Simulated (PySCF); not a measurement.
A structure optimised at ωB97X-D3(BJ)/def2-TZVP, used in a PySCF frequency run:

```xyz
6

C      0.0000     0.0000    -1.1786
C      0.0000     0.0000     0.2831
N      0.0000     0.0000     1.4313
H     -0.8885     0.5130    -1.5487
H      0.8885     0.5130    -1.5487
H      0.0000    -1.0259    -1.5487
```

Problem. Write its SMILES, formula and point group.

Solution. CC#N, C2H3N, C3v

Problem. What are its rotational constants (standard atomic weights)?

Solution. 158.78, 9.2444, 9.2444 GHz
